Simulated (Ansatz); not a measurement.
Relaxation of C2HS (4 atoms, charge 0, multiplicity 2), to a largest force component of 0.02 eV/Å in at most 50 steps.

All numbers below come from UKS r2SCAN-D4/6-31G in Ansatz 0.2.0.

```xyz
4
Properties=species:S:1:pos:R:3
C -0.073 0.220 1.784
C -0.333 -0.002 0.610
S -0.331 0.276 -1.063
H 0.738 -0.493 -1.331
```

Task: Where does it end, and by what steps?

Result: It converged. Limits of this set-up: no polarisation functions. After 7 steps the energy has fallen by 0.201 eV; C1 moved furthest, 0.12 Å.

```tsv
step	energy less start (eV)	largest force component (eV/Å)	accepted
0	0.0000	4.491	yes
1	-0.1769	1.239	yes
2	-0.1986	0.107	yes
3	-0.1995	0.098	yes
4	-0.1592	0.459	no
5	-0.1926	0.226	no
6	-0.2009	0.029	yes
7	-0.2010	0.011	yes
```

```xyz
4
Properties=species:S:1:pos:R:3
C -0.124 0.228 1.888
C -0.297 0.022 0.624
S -0.335 0.265 -1.074
H 0.756 -0.516 -1.438
```

The run took 26 s on 1 thread of Arm Neoverse V1 (shared host), peak memory 0.13 GiB.
